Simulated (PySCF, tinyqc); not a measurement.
Inside a calculation (part 2 of 2). Method: RHF in the sto-3g basis, for CH2, spin multiplicity 1. The lowest restricted solution is unstable here: a spin-polarised one lies 0.0279 hartree lower (PySCF). Computed by tinyqc, a small Python program that keeps every step (integrals from PySCF). Command: `OMP_NUM_THREADS=1 python tinyqc.py 29952 29953 out.jsonl` (the two numbers bound the seeds that draw the settings). One thread of a shared host (Intel(R) Xeon(R) Processor @ 2.60GHz), about 0.06 s of CPU time with the checks.

Geometry (angstrom):
```
atom         x          y         z
C     0.000000   0.000000  0.000000
H     0.000000   1.370000  0.743000
H     0.000000  -1.370000  0.743000
```

## Iteration 9 (converged): orbitals

converged F (hartree), order 1C 1s, 1C 2s, 1C 2px, 1C 2py, 1C 2pz, 2H 1s, 3H 1s:
$$\begin{pmatrix}
-11.026748 & -2.955569 & 0.000000 & 0.000000 & -0.020936 & -0.263699 & -0.263699 \\
-2.955569 & -1.401778 & 0.000000 & 0.000000 & -0.006408 & -0.361644 & -0.361644 \\
0.000000 & 0.000000 & 0.225382 & 0.000000 & 0.000000 & 0.000000 & 0.000000 \\
0.000000 & 0.000000 & 0.000000 & -0.070002 & 0.000000 & -0.273885 & 0.273885 \\
-0.020936 & -0.006408 & 0.000000 & 0.000000 & -0.125556 & -0.186621 & -0.186621 \\
-0.263699 & -0.361644 & 0.000000 & -0.273885 & -0.186621 & -0.223490 & -0.036785 \\
-0.263699 & -0.361644 & 0.000000 & 0.273885 & -0.186621 & -0.036785 & -0.223490
\end{pmatrix}$$

X, order 1C 1s, 1C 2s, 1C 2px, 1C 2py, 1C 2pz, 2H 1s, 3H 1s:
$$\begin{pmatrix}
1.025395 & -0.137202 & 0.000000 & 0.000000 & -0.004090 & 0.016306 & 0.016306 \\
-0.137202 & 1.085489 & 0.000000 & 0.000000 & 0.031508 & -0.147917 & -0.147917 \\
0.000000 & 0.000000 & 1.000000 & 0.000000 & 0.000000 & 0.000000 & 0.000000 \\
0.000000 & 0.000000 & 0.000000 & 1.056162 & 0.000000 & -0.143619 & 0.143619 \\
-0.004090 & 0.031508 & 0.000000 & 0.000000 & 1.016207 & -0.076444 & -0.076444 \\
0.016306 & -0.147917 & 0.000000 & -0.143619 & -0.076444 & 1.065759 & -0.007855 \\
0.016306 & -0.147917 & 0.000000 & 0.143619 & -0.076444 & -0.007855 & 1.065759
\end{pmatrix}$$

Diagonalise F' = X^T F X, C = X C', fill 4 alpha and 4 beta electrons from the bottom; D = 2 C_occ C_occ^T. Each column has its largest component positive (the first on a tie).

F' = X^T F X (hartree):
$$\begin{pmatrix}
-10.803009 & -1.531354 & 0.000000 & 0.000000 & -0.037473 & 0.008435 & 0.008435 \\
-1.531354 & -0.776347 & 0.000000 & 0.000000 & 0.072250 & -0.223201 & -0.223201 \\
0.000000 & 0.000000 & 0.225382 & 0.000000 & 0.000000 & 0.000000 & 0.000000 \\
0.000000 & 0.000000 & 0.000000 & 0.080390 & 0.000000 & -0.282453 & 0.282453 \\
-0.037473 & 0.072250 & 0.000000 & 0.000000 & -0.072608 & -0.185853 & -0.185853 \\
0.008435 & -0.223201 & 0.000000 & -0.282453 & -0.185853 & -0.056132 & -0.006962 \\
0.008435 & -0.223201 & 0.000000 & 0.282453 & -0.185853 & -0.006962 & -0.056132
\end{pmatrix}$$

orbital energies (hartree): MO1 -11.031853, MO2 -0.705977, MO3 -0.389058, MO4 -0.269315, MO5 0.225382, MO6 0.292085, MO7 0.420277

coefficients C, order 1C 1s, 1C 2s, 1C 2px, 1C 2py, 1C 2pz, 2H 1s, 3H 1s:
$$\begin{pmatrix}
0.993922 & -0.244362 & 0.000000 & 0.102462 & 0.000000 & -0.112765 & 0.000000 \\
0.024100 & 0.869008 & 0.000000 & -0.451600 & 0.000000 & 0.531191 & 0.000000 \\
0.000000 & 0.000000 & 0.000000 & 0.000000 & 1.000000 & 0.000000 & 0.000000 \\
0.000000 & 0.000000 & 0.529750 & 0.000000 & 0.000000 & 0.000000 & 0.936000 \\
0.002786 & 0.064986 & 0.000000 & 0.746039 & 0.000000 & 0.696110 & 0.000000 \\
-0.003499 & 0.210476 & 0.485108 & 0.361924 & 0.000000 & -0.642081 & -0.601349 \\
-0.003499 & 0.210476 & -0.485108 & 0.361924 & 0.000000 & -0.642081 & 0.601349
\end{pmatrix}$$

D after iteration 9, order 1C 1s, 1C 2s, 1C 2px, 1C 2py, 1C 2pz, 2H 1s, 3H 1s:
$$\begin{pmatrix}
2.116185 & -0.469342 & 0.000000 & 0.000000 & 0.126660 & -0.035653 & -0.035653 \\
-0.469342 & 1.919399 & 0.000000 & 0.000000 & -0.560743 & 0.038753 & 0.038753 \\
0.000000 & 0.000000 & 0.000000 & 0.000000 & 0.000000 & 0.000000 & 0.000000 \\
0.000000 & 0.000000 & 0.000000 & 0.561270 & 0.000000 & 0.513972 & -0.513972 \\
0.126660 & -0.560743 & 0.000000 & 0.000000 & 1.121612 & 0.567356 & 0.567356 \\
-0.035653 & 0.038753 & 0.000000 & 0.513972 & 0.567356 & 0.821263 & -0.120056 \\
-0.035653 & 0.038753 & 0.000000 & -0.513972 & 0.567356 & -0.120056 & 0.821263
\end{pmatrix}$$

## Convergence

Stop when the energy changes by less than 1e-09 hartree and every element of the error matrix X^T (F D S - S D F) X is below 9e-06.

Course of the cycle:
```
iteration   E (hartree)     change  largest element of the error matrix
1          -36.79430978          -                             3.86e-01
2          -37.83610092  -1.04e+00                             3.22e-01
3          -38.14310220  -3.07e-01                             1.67e-01
4          -38.18811124  -4.50e-02                             4.86e-02
5          -38.19335941  -5.25e-03                             1.54e-02
6          -38.19464330  -1.28e-03                             1.71e-03
7          -38.19465751  -1.42e-05                             2.06e-04
8          -38.19465758  -7.48e-08                             4.64e-06
9          -38.19465758  -5.88e-11                             1.84e-07
```

PySCF RHF in the same basis = -38.19465758 hartree

Converged in 9 iterations.

## Populations, bond orders and dipole

overlap S, order 1C 1s, 1C 2s, 1C 2px, 1C 2py, 1C 2pz, 2H 1s, 3H 1s:
$$\begin{pmatrix}
1.000000 & 0.248362 & 0.000000 & 0.000000 & 0.000000 & 0.021545 & 0.021545 \\
0.248362 & 1.000000 & 0.000000 & 0.000000 & 0.000000 & 0.262212 & 0.262212 \\
0.000000 & 0.000000 & 1.000000 & 0.000000 & 0.000000 & 0.000000 & 0.000000 \\
0.000000 & 0.000000 & 0.000000 & 1.000000 & 0.000000 & 0.256199 & -0.256199 \\
0.000000 & 0.000000 & 0.000000 & 0.000000 & 1.000000 & 0.138946 & 0.138946 \\
0.021545 & 0.262212 & 0.000000 & 0.256199 & 0.138946 & 1.000000 & 0.031133 \\
0.021545 & 0.262212 & 0.000000 & -0.256199 & 0.138946 & 0.031133 & 1.000000
\end{pmatrix}$$

Mulliken: Z minus the diagonal of D S on the atom; Loewdin: the same with S^(1/2) D S^(1/2); Mayer order: 2 sum_s sum (D(s) S)_ij (D(s) S)_ji over the two atoms.

Charges (e):
```
atom   Mulliken    Loewdin
1C     0.074859   0.088274
2H    -0.037430  -0.044137
3H    -0.037430  -0.044137
```

Mayer bond orders:
```
pair     order
2-1   0.979571
3-1   0.979571
3-2   0.019028
```

dipole moment about the origin, x y z (debye): [0.000000, 0.000000, 1.008854]
